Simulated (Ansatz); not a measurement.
Working through the interaction energy of a dimer with the counterpoise correction of CH2O, SMILES C=O

Program: the Ansatz DFT code, driven from Python.

The cells in order, each with its output:

**Cell 1**
```python
import ansatz as az
import numpy as np
```

**Cell 2**
```python
FIRST = [
    ('C', (0.0042, 0.0, -0.0023)),
    ('O', (0.6921, 0.5455, 0.8038)),
    ('H', (-0.5457, 0.5466, -0.7869)),
    ('H', (-0.1506, -1.092, -0.0147)),
]
SECOND = [
    ('C', (2.1842, -1.5583, -1.5051)),
    ('O', (1.187, -2.0931, -1.8794)),
    ('H', (2.9852, -1.2382, -2.1927)),
    ('H', (2.3917, -1.3587, -0.4403)),
]
```

**Cell 3**
```python
def energy(atoms, ghosts=()):
    molecule = az.Crystal.molecule()
    for symbol, xyz in atoms:
        molecule = molecule.atom(symbol, xyz)
    calc = (
        molecule.calculation()
        .basis(gaussian='def2-SVPD')
        .functional('pbe0')
    )
    deck = calc.input()
    if ghosts:
        deck = deck.set(az.key.basis.gaussian.ghost_atoms, [{'symbol': s, 'position_ang': list(xyz)} for s, xyz in ghosts])
    return az.Session.from_dict(deck).plan().execute().report['free_energy_ev']
```

**Cell 4**
```python
# monomers in their own basis and in the basis of the dimer
direction = np.array([0.7101, -0.5072, -0.4884])
print('shift (A)   counterpoise-corrected interaction (kcal/mol)')
for shift in (-0.3, 0.0, 0.4, 1.0, 2.0):
    moved = [(s, tuple(np.round(np.array(xyz) + shift * direction, 4))) for s, xyz in SECOND]
    gain = energy(FIRST + moved) - energy(FIRST, moved) - energy(moved, FIRST)
    print(f'{shift:8.2f} {23.060548 * gain:14.3f}')
```
Output:
```text
shift (A)   counterpoise-corrected interaction (kcal/mol)
   -0.30          2.673
    0.00         -0.475
    0.40         -1.324
    1.00         -1.060
    2.00         -0.555
```

Caveats:
- The dimer is a generated trial pose of unrelaxed monomers, not a minimum, so the figure is no binding energy, and the basis set is small.
- This level lacks the dispersion part of the attraction (electrostatics and induction are there), which can decide the sign where the interaction is weak.
- It ran for 17 s on 1 thread of Intel(R) Xeon(R) 6975P-C (Granite Rapids), with other jobs on the host, peak memory 0.27 GiB.
